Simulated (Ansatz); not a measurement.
## A ladder of methods for AlH2ClF− (SMILES [F][AlH2-][Cl])

AlH2ClF−: 5 atoms, total charge -1, spin state singlet. As SMILES, `[F][AlH2-][Cl]`. Geometry: a GFN2-xTB relaxation, a rough one for these elements and not checked as a minimum.

Each level gives the vertical detachment energy (to the doublet neutral) (eV). The values are calculated.

```tsv
level	kind	program	value (eV)	less FCI/STO-3G	CPU time (all runs)
SVWN5/STO-3G	LDA	Ansatz	-0.12	-0.50	2.9 s
BLYP/STO-3G	GGA	Ansatz	-0.15	-0.53	4.6 s
r2SCAN/STO-3G	meta-GGA	Ansatz	0.32	-0.06	11 s
BHLYP/STO-3G	global hybrid	Ansatz	1.19	+0.81	5.2 s
HSE06/STO-3G	range-separated hybrid	Ansatz	0.63	+0.25	6 s
RPA@PBE/STO-3G	RPA	Ansatz	-0.83	-1.21	7.2 s
MP2/STO-3G	perturbation theory	Ansatz	0.75	+0.37	1.8 s
BCCD(T)/STO-3G	coupled cluster or CI	Ansatz	0.41	+0.03	2.3 s
FCI/STO-3G	exact in the basis	Ansatz	0.38	0.00	29 s
```

FCI/STO-3G is exact within its basis and frozen core, so for wave-function methods in that basis the difference is their error; functionals converge differently with the basis, so for them it is only a difference. Sets without diffuse functions describe the anion poorly. The values span -0.83 to 1.19 eV. All rows use very small basis sets, so even the best lies far from the true value. CPU times are rough (shared hosts, several kinds of processor): they show what a rung costs within a factor of a few.
